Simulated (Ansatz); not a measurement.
# Worked example: correlation energy of HB–Ga–Cl⁺, quartet

Geometry: that of the HB–Ga–Cl, triplet, kept fixed. The doublet lies 3.9 eV lower here.

```xyz
4

B     0.0000   -0.3428    2.2964
Ga    0.0000    0.0981    0.4394
Cl    0.0000   -0.0891   -1.6618
H     0.0000    0.0237    3.4216
```

Basis cc-pVDZ; Ansatz 0.2.0. Correlated methods freeze the noble-gas cores and the filled d shells of p-block atoms, which leaves 13 electrons in 44 orbitals. R marks a restricted (for open shells ROHF) determinant, U an unrestricted one. No spin–orbit coupling is included, and no scalar relativity.

Full CI isn't at hand for all of this; UCCSDT(Q) serves as the reference, and is uncertain by the last step of the cluster series or more.

UCCSD has a T1 diagnostic of 0.039 and a largest doubles amplitude of 0.06.

Runs differ by some tens of microhartree through their thresholds and, for an open shell, their frozen cores, so steps under 0.03 kcal/mol mean nothing.

Here the R and U totals at CCSDT(Q) differ by 0.25 kcal/mol, a measure of how far such totals hang on the determinant and its frozen core.

```csv
level,total energy (hartree)
UHF,-2407.542532
UMP2,-2407.761389
UCCSD,-2407.797586
UCCSD(T),-2407.806121
UCCSDT,-2407.808049
UCCSDT(Q),-2407.808942
```

Problem. What is the correlation energy at UCCSDT(Q), and what share of it do UMP2 and UCCSD(T) recover?

Solution. E(corr) = -2407.808942 − (-2407.542532) = -0.266410 hartree = -7.249 eV. UMP2: -0.218857 / -0.266410 = 82.15 %. UCCSD(T): -0.263589 / -0.266410 = 98.94 %.

Problem. By how many kcal/mol does UCCSD(T) miss UCCSDT(Q) (1 hartree = 627.509 kcal/mol), and which steps make up the rest?

Solution. -2407.806121 − (-2407.808942) = 0.002821 hartree = 1.77 kcal/mol. Steps: UCCSDT − UCCSD(T) = -1.21, UCCSDT(Q) − UCCSDT = -0.56 kcal/mol. Differences between like states or geometries often cancel part of this.
